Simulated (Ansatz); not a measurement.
Consider the formal loss of a carbene: `C=C(O)CO` → `[CH2]` (triplet) + `C=C(O)O`.

Isolated molecules relaxed with PBE0-D4/def2-TZVP in Ansatz; ΔE leaves out vibrations. CBS: MP2 limit from def2 TZ/QZ plus the TZ coupled-cluster correction, frozen cores. This one scheme is used for every species. DFT in def2-TZVPP. B3LYP here is the variant with VWN-RPA as its local correlation; programs differ in this. Triplets are unrestricted, without spin–orbit coupling. One conformer a species, not always the lowest.

```
             level  ΔE (kJ/mol)  difference from CCSD(T)/CBS
            PBE-D4        414.2                          1.8
         r2SCAN-D4        382.1                        -30.3
           PBE0-D4        403.4                         -9.0
           ωB97X-V        418.7                          6.3
           ωB97M-V        410.2                         -2.2
               PBE        407.8                         -4.6
              PBE0        397.9                        -14.5
             B3LYP        391.7                        -20.7
     HF/def2-TZVPP        257.7                       -154.7
    MP2/def2-TZVPP        411.1                         -1.3
   CCSD/def2-TZVPP        389.2                        -23.2
CCSD(T)/def2-TZVPP        401.4                        -11.0
    MP2/def2-QZVPP        417.4                          5.0
SCS-MP2/def2-QZVPP        421.3                          8.9
      HF/CBS(def2)        257.6                       -154.8
    CCSD/CBS(def2)        400.2                        -12.2
       CCSD(T)/CBS        412.4                            0
```

Largest T1 diagnostic among the species: 0.012.

The D4 term adds +10.2 kJ/mol with B3LYP and +5.5 kJ/mol with PBE0; it sums over pairs of atoms, weighted by their polarisabilities, and B3LYP, whose exchange is more repulsive, gets the larger term. From PBE to PBE0 (25 % exact exchange), in def2-TZVPP and without D4, ΔE moves by −9.9 kJ/mol. In def2-TZVPP, CCSD(T) changes the Hartree–Fock value by +143.7 kJ/mol (the triples alone add +12.2 kJ/mol) and MP2 by +153.5 kJ/mol.
